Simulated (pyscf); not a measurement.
H₃C–CH₂–CH₂–GaH₂ (SMILES CC[CH2][GaH2]) → H₃C–GaH₂ (SMILES [CH3][GaH2]) + H₂C=CH₂ (SMILES C=C) (elimination; singlet surface; C–C, C–Ga broken, C–Ga formed). Optimised with ωB97X-D3(BJ)/def2-SVP in PySCF. Energies in kcal/mol from the reactant's lowest minimum found.

```
level                   barrier  reaction energy
----------------------  -------  ---------------
ωB97X-D3(BJ)/def2-TZVP     46.8            +26.1
r²SCAN/def2-TZVP           40.2            +23.9
B3LYP-D3(BJ)/def2-TZVP        …                …
PBE0-D3(BJ)/def2-TZVP      44.3            +27.0
ωB97M-D3(BJ)/def2-TZVP        …            +23.0
HF/def2-TZVP               57.7            +16.0
```

Some entries are withheld; supply them.


- B3LYP-D3(BJ)/def2-TZVP, barrier: 44.7
- B3LYP-D3(BJ)/def2-TZVP, reaction energy: +21.5
- ωB97M-D3(BJ)/def2-TZVP, barrier: 46.3

The functionals in the table span 6.6 kcal/mol in this barrier, from r²SCAN to ωB97X-D3(BJ)/def2-TZVP. On the product side the descent ends in a bound adduct (not fully relaxed), 11.0 kcal/mol under the separated species and 31.7 kcal/mol under the saddle at ωB97X-D3(BJ)/def2-TZVP. At the saddle there is also a short C–Ga contact that neither side keeps. H₃C–CH₂–CH₂–GaH₂ lies 17.5 kcal/mol over its isomer H₃C–Ga(CH₃)–CH₃ (electronic energy, ωB97M-D3(BJ)/def2-TZVP). This is the saddle that the search found; another between the same sides may lie lower. Elements up to Kr have no core potential and no relativistic terms here.
